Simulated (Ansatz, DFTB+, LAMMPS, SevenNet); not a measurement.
Ladder of methods for the elastic constant C44 of bcc W

Reference value: 163 GPa (measured, 0 K, extrapolated to 0 K; zero-point effects included; as tabulated in Wang et al. (2022), arXiv:2209.12322).

Task: What do Morse jacobson2022, GFN1-xTB as cut by DFTB+, SevenNet-l3i5, LDA, PBE give, and how far is each from the reference?

Result: 
```tsv
level (code)	value (GPa)	cell (Å³/atom)	difference (%)
Morse jacobson2022 (LAMMPS)	319	15.77	+96
GFN1-xTB as cut by DFTB+	170	17.16	+4.3
SevenNet-l3i5	83.7	16.22	-49
LDA (Ansatz)	149	15.41	-8.6
PBE (Ansatz)	139	16.13	-14.7
```

Leaving aside Morse jacobson2022 (doubt noted below): Once the reference is moved by up to 5.0 % (a margin picked here for doubts on the reference and the settings, and for temperature and zero-point motion) and values within 1.7 % count as equal, the nearest can be GFN1-xTB as cut by DFTB+ (+4.3 %) or LDA (-8.6 %). Among them SevenNet-l3i5 (-49 %) misses by most. Within 20 %: GFN1-xTB as cut by DFTB+, LDA, PBE.

The measured value isn't corrected to a static lattice, so vibrations enter the comparison.  Density-functional levels without +SOC have no spin–orbit coupling. Morse jacobson2022: pair potentials favour close packing, so symmetry can be all that holds this lattice. GFN1-xTB as cut by DFTB+: the method was fitted mainly to molecules. GFN1-xTB as cut by DFTB+: codes differ in how they cut the long-range tail of xTB's charge interaction in a crystal, so the value belongs to this code. LDA, PBE: shear constants of such metals converge slowly with the k mesh. Each level is taken at its own relaxed cell. Ansatz's density-functional and Hartree–Fock values are scalar-relativistic unless marked +SOC, with PAW data made under PBE.

Empirical potentials (Morse jacobson2022) are fitted to chosen data: where that held the value shown, agreement is built in, and what lay outside the fit can be far off. Machine-learned potentials (SevenNet-l3i5) are trained on DFT data: a solid inside that data is no test of them.

Differences are worked out from the printed values.

Ansatz is a quantum-chemistry and plane-wave program.
